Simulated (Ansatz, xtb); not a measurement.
# Loss of H2: C3H8O → C3H6O + H2

Species: C3H8O `CCOC`, singlet; C3H6O (methoxyethene) `C=COC`, singlet; H2 (hydrogen), singlet. 

Shapes, held fixed at every level: PBE0-D4/def2-TZVP. Flexible molecules stand in one conformer, not always the lowest. Programs: Ansatz 0.2.0, xtb 6.7.1. The zero-point and thermal change to 298 K, harmonic and unscaled (PBE0-D4/def2-TZVP), is -26.9 kJ/mol.

Task: Estimate ΔH(298 K) of this reaction.

Result: The highest level, CCSD(T)/CBS estimate, gives ΔH(298 K) = +113.1 kJ/mol; the levels span +105.1 to +170.5. The column of differences is taken from that level and isn't an error. No measured value is set beside it here. The CBS estimate extrapolates MP2 from def2-TZVPP and def2-QZVPP and adds CCSD(T) − MP2 in the triple-zeta set, cores frozen; for H2 it overshoots the exact energy by about 1 mEh.

```tsv
level	kind	ΔH(298 K) (kJ/mol)	less CCSD(T)/CBS estimate
GFN1-xTB	semi-empirical	+170.5	+57.4
HF/def2-TZVPP	Hartree–Fock	+117.7	+4.6
SPW92/def2-TZVPP	LDA	+133.2	+20.1
PBE-D4/def2-TZVPP	GGA	+108.7	-4.4
r2SCAN-D4/def2-TZVPP	meta-GGA	+112.2	-0.9
B3LYP-D4/def2-TZVPP	global hybrid	+105.1	-8.0
MP2/def2-TZVPP	perturbation theory	+115.5	+2.4
CCSD(T)/CBS estimate	coupled cluster or CI	+113.1	0.0
```
